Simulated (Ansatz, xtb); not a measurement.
## Relative energy of two isomers of BH6N2+

We compare a, `BN[NH3+]`, a singlet, with b, `[BH2-]1[NH2+][NH2+]1`, a singlet. Both are isolated ions in the gas phase, relaxed with PBE0-D3(BJ)/def2-SVP; the shapes shown needn't be the lowest conformers.

a (Å):

```xyz
9

B    -0.5803   -1.5103    1.8175
N     0.6356   -0.8834    1.4867
N     1.4942   -0.3610    2.4737
H    -0.8550   -1.5805    2.9894
H    -1.2449   -1.9236    0.9132
H     1.0012   -0.7498    0.5469
H     1.0586   -0.5321    3.3952
H     1.6373    0.6590    2.3852
H     2.4225   -0.8160    2.4827
```

b (Å):

```
atom    x (Å)    y (Å)   z (Å)
   B   0.1844  -1.6620  2.4669
   N   1.3473  -0.5836  2.3604
   N   0.2699  -0.4695  1.4194
   H  -0.5763  -1.4503  3.3634
   H   0.4786  -2.7222  2.0015
   H   2.2502  -0.8098  1.9330
   H   1.4118   0.2012  3.0156
   H  -0.2897   0.3814  1.5295
   H   0.5488  -0.6296  0.4469
```

Problem. Estimate E(b) − E(a) at the level CCSD(T)/def2-TZVP.

Solution. Calculated at CCSD(T)/def2-TZVP: E(b) − E(a) = +5.0 kcal/mol, so structure a lies lower.

Level by level:

```tsv
level	geometry	E(b) − E(a) (kcal/mol)	departure from the last row (kcal/mol)	job, with rough time for the two
GFN2-xTB	GFN2-xTB	−4.6	−9.6	optimisation, 0.071 s
HF/STO-3G	GFN2-xTB	+4.2	−0.9	single point, 0.16 s
r2SCAN-D4/def2-SVP	GFN2-xTB	+7.1	+2.0	single point, 2.6 s
PBE0-D3(BJ)/def2-SVP	PBE0-D3(BJ)/def2-SVP	+5.1	+0.1	optimisation, 14 s
HF/def2-TZVP	PBE0-D3(BJ)/def2-SVP	+10.1	+5.1	part of the CCSD(T) run
MP2/def2-TZVP	PBE0-D3(BJ)/def2-SVP	+4.2	−0.9	part of the CCSD(T) run
CCSD(T)/def2-TZVP	PBE0-D3(BJ)/def2-SVP	+5.0		single point, 25 s
```

As drawn, b has 1 B–N more. Structure a has no ring, b a 3-membered ring.

GFN2-xTB puts the two in the other order. The largest departure from CCSD(T)/def2-TZVP is that of GFN2-xTB, 9.6 kcal/mol.

With harmonic frequencies from PBE0-D3(BJ)/def2-SVP (ideal gas, rigid rotor, one conformer each, 298.15 K, 1 atm): on the last row, ΔE + ΔZPE = +5.3, ΔH = +5.0, ΔG = +6.1 kcal/mol.

The correlated steps freeze 3 core orbitals. Codes used: Ansatz 0.2.0, xtb 6.7.1; the last row on 1 thread of Arm Neoverse V2 on a shared host.
